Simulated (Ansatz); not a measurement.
```yaml
crystal:
  periodic: [false, false, false]
  atoms:
    - {symbol: Al, position_ang: [-1.609477, 0.000000, 0.000000]}
    - {symbol: Ga, position_ang: [0.650423, 0.000000, 0.000000]}
    - {symbol: H, position_ang: [-2.369477, 1.322400, 0.000000]}
    - {symbol: H, position_ang: [-2.369477, -1.322400, 0.000000]}
    - {symbol: H, position_ang: [1.415423, 1.331100, 0.000000]}
    - {symbol: H, position_ang: [1.415423, -1.331100, 0.000000]}
basis:
  gaussian: {orbitals: def2-TZVP}
magnetization: {spin_polarized: true, initial_magnetization: 2}
hamiltonian: {xc: pbe0}
relax: {f_tol: 0.004, max_steps: 80}
```

```sh
$ ansatz run in.yaml --threads 1 --pin off --events-out ev --progress --plain --max-ram 2176MiB
```

Steps of the relaxation (energy above the last step; positions in Å, forces in eV/Å):

```
6
step 1, 551.3 meV
Al   -1.609    0.000    0.000   -2.011    0.000    0.000
Ga    0.650    0.000    0.000    2.635    0.000    0.000
H    -2.369    1.322    0.000   -0.146    0.998    0.000
H    -2.369   -1.322    0.000   -0.146   -0.998    0.000
H     1.415    1.331    0.000   -0.166    0.684    0.000
H     1.415   -1.331    0.000   -0.166   -0.684    0.000
```

```
6
step 2, 68.4 meV
Al   -1.664    0.000    0.000   -0.881    0.000    0.000
Ga    0.750    0.000    0.000    1.175    0.000    0.000
H    -2.291    1.451    0.000    0.003    0.027    0.000
H    -2.291   -1.451    0.000    0.003   -0.027    0.000
H     1.314    1.476    0.000   -0.150   -0.277    0.000
H     1.314   -1.476    0.000   -0.150    0.277    0.000
```

```
6
step 3, 35.7 meV
Al   -1.697    0.000    0.000    0.131    0.000    0.000
Ga    0.882    0.000    0.000   -0.584    0.000    0.000
H    -2.317    1.449    0.000   -0.033    0.057    0.000
H    -2.317   -1.449    0.000   -0.033   -0.057    0.000
H     1.291    1.453    0.000    0.259    0.595    0.000
H     1.291   -1.453    0.000    0.259   -0.595    0.000
```

```
6
step 5, 0.0 meV
Al   -1.717    0.000    0.000   -0.009    0.000    0.000
Ga    0.837    0.000    0.000    0.008    0.000    0.000
H    -2.332    1.457    0.000    0.001   -0.003    0.000
H    -2.332   -1.457    0.000    0.001    0.003    0.000
H     1.338    1.470    0.000   -0.001   -0.002    0.000
H     1.338   -1.470    0.000   -0.001    0.002    0.000
```

```
6
step 6, 0.0 meV
Al   -1.718    0.000    0.000   -0.001    0.000    0.000
Ga    0.838    0.000    0.000    0.000    0.000    0.000
H    -2.333    1.456    0.000    0.000   -0.001    0.000
H    -2.333   -1.456    0.000    0.000    0.001    0.000
H     1.339    1.470    0.000    0.000    0.000    0.000
H     1.339   -1.470    0.000    0.000    0.000    0.000
```

Close pairs at the end: Ga2–H6 1.553 Å, Ga2–H5 1.553 Å, Al1–H4 1.581 Å, Al1–H3 1.581 Å, Al1–Ga2 2.556 Å.

A stationary point of unrestricted PBE0 after 6 steps, with ⟨S²⟩ = 2.002 against 2.00 for a pure state; no frequencies were run, so it isn't proven a minimum. 22 s on 1 thread of Intel Xeon 6975P-C, shared host.
